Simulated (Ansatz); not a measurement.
Species, as SMILES: CCl (CH3-Cl).
Atoms: C1, Cl2, H3, H4, H5. Bonds: C1-Cl2, C1-H3, C1-H4, C1-H5.

Basis-set convergence of the highest harmonic wavenumber at B3LYP with Ansatz (a quantum-chemistry and plane-wave program). Each level at its own minimum, finite differences of forces, unscaled; the reference is a large set that could be run, not a limit. Cartesian d functions, on some or all atoms, in 6-31G*, 6-31+G*, 6-311G**, 6-311+G**; all else is spherical. The program fits the integrals of some runs and decomposes those of others, by size. No added dispersion term, no relativity. Reference: the value in aug-pcseg-2, 3171 cm⁻¹, itself unsure by roughly 4 cm⁻¹ (its mean distance from aug-cc-pV(T+d)Z, def2-TZVPPD). Deviations are taken from unrounded values.

```csv
basis,functions,highest harmonic wavenumber (cm⁻¹)
6-31G*,40,3195
6-31+G*,48,3190
def2-SVP,47,3173
def2-SVPD,71,3180
pcseg-1,47,3192
aug-pcseg-1,77,3180
cc-pV(D+d)Z,52,3171
aug-cc-pV(D+d)Z,82,3175
6-311G**,63,3172
6-311+G**,71,3169
def2-TZVP,86,3166
def2-TZVPD,110,3168
pcseg-2,106,3170
aug-pcseg-2,165,3171
cc-pV(T+d)Z,111,3163
aug-cc-pV(T+d)Z,170,3164
def2-TZVPP,115,3167
def2-TZVPPD,139,3169
```

What the diffuse functions change, pair by pair:
- 6-31G* to 6-31+G*: 8 more functions, deviation 24 to 19 cm⁻¹
- def2-SVP to def2-SVPD: 24 more functions, deviation 3 to 10 cm⁻¹
- pcseg-1 to aug-pcseg-1: 30 more functions, deviation 21 to 10 cm⁻¹
- cc-pV(D+d)Z to aug-cc-pV(D+d)Z: 30 more functions, deviation 0 to 4 cm⁻¹
- 6-311G** to 6-311+G**: 8 more functions, deviation 1 to -2 cm⁻¹
- def2-TZVP to def2-TZVPD: 24 more functions, deviation -4 to -3 cm⁻¹
- pcseg-2 to aug-pcseg-2: 59 more functions, deviation 0 to 0 cm⁻¹
- cc-pV(T+d)Z to aug-cc-pV(T+d)Z: 59 more functions, deviation -7 to -6 cm⁻¹
- def2-TZVPP to def2-TZVPPD: 24 more functions, deviation -4 to -2 cm⁻¹

Leaving out the reference's own pair, they bring the value nearer the reference by more than 4 cm⁻¹ in 2 of 8 pairs.
